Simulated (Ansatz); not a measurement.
# MgBH+ (doublet): wave-function methods side by side, def2-QZVPP

The task here is to estimate one member of a computed series from the others.

The runs use Ansatz 0.2.0, Gaussian basis; def2-QZVPP, core rule «outside noble gas», up to 6 orbitals frozen.

Plan: UHF; ROHF; CCSD(T) on UHF.

2 further runs of the same task are left out: 2 set aside as unsound or not needed.

### The geometry

The geometry is a PBE0/def2-TZVP stationary point (not a proven minimum) of the parent state, kept for this charge and spin.

3 atoms, charge 1, spin multiplicity 2.

Atoms are counted from 1 here; the program's logs count them from 0.

Bond lengths: B1–Mg2 2.255 Å, Mg2–H3 1.702 Å. Angles: B1–Mg2–H3 180.0°.

Set-up of the first run:

The input, in.yaml:

```yaml
crystal:
  periodic: [false, false, false]
  atoms:
    - {symbol: B, position_ang: [0.000000, 0.000000, 2.070593]}
    - {symbol: Mg, position_ang: [0.000000, 0.000000, -0.184107]}
    - {symbol: H, position_ang: [0.000000, 0.000000, -1.886486]}
basis:
  gaussian: {orbitals: "def2-QZVPP.json"}
total_charge: 1
magnetization: {spin_polarized: true, initial_magnetization: 1}
hamiltonian: {xc: hf}
output: {orbitals: {seedname: orbitals}}
```

Run with:

```sh
$ ansatz run in.yaml --threads 1 --pin off --events-out ev --progress --plain --max-ram 2393MiB
```

Steps of the session up to this table: UHF; ROHF; CCSD(T) on UHF.

One table of the session follows, with a row left open; its other results are not shown here.

```
  method  from UCCSD(T) (meV)
    ROHF              +2895.0
     UHF              +2813.8
    UMP2                    ?
   UCCSD                +48.1
UCCSD(T)                    0
```

Estimate the missing values for UMP2.

As computed: from UCCSD(T) (meV): +770.6. In the column «from UCCSD(T) (meV)» it lies between UCCSD (+48.1) and UHF (+2813.8).
